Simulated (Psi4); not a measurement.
# C2H3B− (SMILES [BH2-]C#C): UB2PLYP/def2-TZVPD (density fitting, density fitting for correlation, sweep point 5)

What is the vertical ionisation energy of C2H3B− at UB2PLYP/def2-TZVPD (density fitting, density fitting for correlation, sweep point 5)? Input form: a Python script.

Program for the calculation: Psi4 1.11.

4 further runs of the same task are left out: 4 set aside as unsound or not needed.

**1. The structure to begin with**

The species is C2H3B− (6 atoms), meant as a doublet with charge -1. As SMILES, `[BH2-]C#C`. The coordinates come from a GFN2-xTB relaxation.

Bond lengths: B1–C2 1.464 Å, C2–C3 1.247 Å, B1–H4 1.219 Å, B1–H5 1.219 Å, C3–H6 1.080 Å. Angles: B1–C2–C3 169.0°, C2–B1–H4 121.8°, C2–B1–H5 121.8°, C2–C3–H6 143.4°, H4–B1–H5 116.4°.

**2. A single-point energy at UB2PLYP/def2-TZVPD (density fitting, density fitting for correlation, sweep point 5)**

Input file calc.py:

```python
import psi4

psi4.set_memory(1600000000)
psi4.set_num_threads(1)
psi4.core.set_output_file('c2h3b.out', False)

geom = psi4.geometry("""
-1 2
B     -1.49654971     0.92759097    -1.06365125
C      0.52706351    -0.32301089     0.34948595
C      2.48995983    -1.33397657     1.17525847
H     -3.07280806    -0.27058988    -2.24178210
H     -1.75691617     3.21601151    -1.04292095
H      3.30925059    -2.21604403     2.82362878
units au
symmetry c1
""")

psi4.set_options({
    'reference': 'uks',
    'puream': True,
    'scf_type': 'df',
    'num_frozen_docc': 3,
    'dft_radial_points': 75,
    'dft_spherical_points': 302,
    'maxiter': 150,
})

result = psi4.energy("b2plyp/def2-TZVPD")
print('E =', round(result, 9))
```

On the command line:

```sh
python calc.py
```

c2h3b.out:

```text
[...]
  Running in c1 symmetry.
[...]
  Nuclear repulsion =   46.447729660170218
[...]
  Multiplicity = 2
[...]
  Nalpha       = 11
  Nbeta        = 10
[...]
    Number of basis functions: 138
[...]
   @DF-UKS iter   1:  -102.30214565127916   -7.50707e-01   4.81753e-03 ADIIS/DIIS
[...]
   @DF-UKS iter  11:  -102.58691698529832   -8.33237e-07   8.93390e-07 DIIS
[...]
   @S^2 Observed:                7.874405628E-01
[...]
    Orbital Energies [Eh]
    ---------------------
    Alpha Occupied:
       1A    -10.399047     2A    -10.392578     3A     -6.854472
       4A     -0.646653     5A     -0.447600     6A     -0.357451
       7A     -0.236093     8A     -0.198349     9A     -0.157275
      10A     -0.101264    11A      0.012476
    Alpha Virtual:
      12A      0.153415    13A      0.185584    14A      0.220426
      15A      0.237628    16A      0.248201    17A      0.266923
      18A      0.275872    19A      0.278376    20A      0.281989
      21A      0.290425    22A      0.292264    23A      0.317566
      24A      0.328984    25A      0.378462    26A      0.390709
[...]
  @DF-UKS Final Energy:  -102.58691698529832
   => Energetics <=
    Nuclear Repulsion Energy =             46.4477296601702179
    One-Electron Energy =                -233.0380461936388201
    Two-Electron Energy =                  91.7346458434645626
    DFT Exchange-Correlation Energy =      -7.7312462952942660
    Empirical Dispersion Energy =           0.0000000000000000
    VV10 Nonlocal Energy =                  0.0000000000000000
    Total Energy =                       -102.5869169852983163
[...]
 Multipole Moments:
 ------------------------------------------------------------------------------------
     Multipole            Electronic (a.u.)      Nuclear  (a.u.)        Total (a.u.)
 ------------------------------------------------------------------------------------
 L = 1.  Multiply by 2.5417464519 to convert [e a0] to [Debye]
 Dipole X            :          1.0508633           -0.4696363            0.5812270
 Dipole Y            :         -0.5552812            0.1248444           -0.4304368
 Dipole Z            :          0.4630125            0.1497082            0.6127207
 Magnitude           :                                                    0.9479068
[...]
```

Standard output:

```text
E = -102.726780796
```

It took 13 s on 1 thread of Intel Xeon 6975P-C (Granite Rapids), shared host; peak memory 0.72 GiB.

**3. Singlet neutral C2H3B, same level**

Input file job.py:

```python
import psi4

psi4.set_memory('1600 MB')
psi4.set_num_threads(1)
psi4.core.set_output_file('c2h3b.out', False)

mol = psi4.geometry("""
B     -1.49654971     0.92759097    -1.06365125
C      0.52706351    -0.32301089     0.34948595
C      2.48995983    -1.33397657     1.17525847
H     -3.07280806    -0.27058988    -2.24178210
H     -1.75691617     3.21601151    -1.04292095
H      3.30925059    -2.21604403     2.82362878
units bohr
symmetry c1
""")

psi4.set_options({
    'puream': True,
    'scf_type': 'df',
    'num_frozen_docc': 3,
    'dft_radial_points': 75,
    'dft_spherical_points': 302,
})

result, w = psi4.energy("b2plyp/def2-TZVPD", molecule=mol, return_wfn=True)
print(f'total energy {result:.8f} hartree = {result * 27.211386:.5f} eV')
```

On the command line:

```sh
python job.py
```

c2h3b.out:

```text
[...]
  Running in c1 symmetry.
[...]
  Nuclear repulsion =   46.447729660170218
[...]
  Multiplicity = 1
[...]
  Nalpha       = 10
  Nbeta        = 10
[...]
    Number of basis functions: 138
[...]
   @DF-RKS iter   1:  -102.43077848001238   -8.79340e-01   3.58267e-03 DIIS/ADIIS
[...]
   @DF-RKS iter   8:  -102.56452109383372   -6.45110e-08   4.35983e-07 DIIS
[...]
    Orbital Energies [Eh]
    ---------------------
    Doubly Occupied:
       1A    -10.650419     2A    -10.628077     3A     -7.130261
       4A     -0.878295     5A     -0.679978     6A     -0.585805
       7A     -0.475889     8A     -0.435444     9A     -0.361184
      10A     -0.328381
[...]
  @DF-RKS Final Energy:  -102.56452109383372
   => Energetics <=
    Nuclear Repulsion Energy =             46.4477296601702179
    One-Electron Energy =                -228.2300977965516893
    Two-Electron Energy =                  86.8315891633618833
    DFT Exchange-Correlation Energy =      -7.6137421208141287
    Empirical Dispersion Energy =           0.0000000000000000
    VV10 Nonlocal Energy =                  0.0000000000000000
    Total Energy =                       -102.5645210938337186
[...]
 Multipole Moments:
 ------------------------------------------------------------------------------------
     Multipole            Electronic (a.u.)      Nuclear  (a.u.)        Total (a.u.)
 ------------------------------------------------------------------------------------
 L = 1.  Multiply by 2.5417464519 to convert [e a0] to [Debye]
 Dipole X            :          0.6111632           -0.4696363            0.1415269
 Dipole Y            :         -0.2702270            0.1248444           -0.1453826
 Dipole Z            :          0.1143783            0.1497082            0.2640865
 Magnitude           :                                                    0.3330280
[...]
```

The script printed:

```text
total energy -102.70116589 hartree = -2794.64107 eV
```

Wall time 7.2 s (1 thread of Intel Xeon 6975P-C (Granite Rapids), shared host); peak memory 0.73 GiB.

**4. Results**

Level: UB2PLYP/def2-TZVPD (density fitting, density fitting for correlation, sweep point 5), 3 core orbitals frozen.

| quantity | value |
| --- | --- |
| doublet C2H3B−: total energy | -102.72678 Eh |
| doublet C2H3B−: HOMO energy (SCF part's orbitals) (highest over α and β) | 0.34 eV |
| doublet C2H3B−: LUMO energy (SCF part's orbitals) (lowest over α and β) | 4.17 eV |
| doublet C2H3B−: ⟨S²⟩ | 0.787 |
| singlet neutral C2H3B: total energy | -102.70117 Eh |
| singlet neutral C2H3B: HOMO energy (SCF part's orbitals) | -8.94 eV |
| singlet neutral C2H3B: LUMO energy (SCF part's orbitals) | -1.55 eV |
| singlet neutral C2H3B: HOMO–LUMO gap (SCF part's orbitals) | 7.39 eV |
| vertical detachment energy (to the singlet neutral) | 0.697 eV |

**Reading.** Removing an electron at fixed nuclei costs 0.70 eV (67.3 kJ/mol). Only the singlet of the ionised species was computed; a triplet could lie lower. The HOMO (doublet C2H3B−) lies at positive energy, 0.34 eV; only total energies tell whether the electron is bound.
